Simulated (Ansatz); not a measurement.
Reaction: C3H4 (SMILES C1=CC1) → C3H4 (prop-1-yne, SMILES C#CC)
Each species at its own B3LYP-D3(BJ)/def2-TZVP minimum (Ansatz, an electronic-structure program).

Property: isomerisation energy (electronic), in kcal/mol. Open shells are spin-unrestricted; no spin-orbit coupling. CBS(X,Y): correlation extrapolated as X^-3, Hartree-Fock from the larger set (Q,5: extrapolated as (X+1)exp(-9√X)). A bracket is a step between two methods taken in the basis named. The functionals are non-relativistic, so their misses hold any scalar relativity. Double hybrids freeze cores in their MP2 part. '+ core + X2C': CCSD(T) terms for core correlation (cc-pwCVTZ) and scalar relativity (cc-pVTZ-DK).

CCSD(T)/CBS(cc-pVQZ,cc-pV5Z) + [CCSDT(Q) - CCSD(T)]/cc-pVDZ + core + X2C (Ansatz) gives -23.4 kcal/mol.

Q: What does PBE/def2-TZVPD (Ansatz) give here, and how do the other levels compare?

A: PBE gives -19.2 kcal/mol, 4.2 kcal/mol above it. Differences of the others: PBE0/def2-TZVPD (Ansatz) 4.4; wB97M-V/def2-TZVPD (Ansatz) 1.8; B2PLYP/def2-TZVPD (Ansatz) -1.2; CCSD(T)/CBS(cc-pVQZ,cc-pV5Z) + core + X2C (Ansatz) 0.0 kcal/mol. Nearer than PBE: wB97M-V/def2-TZVPD, B2PLYP/def2-TZVPD, CCSD(T)/CBS(cc-pVQZ,cc-pV5Z) + core + X2C.
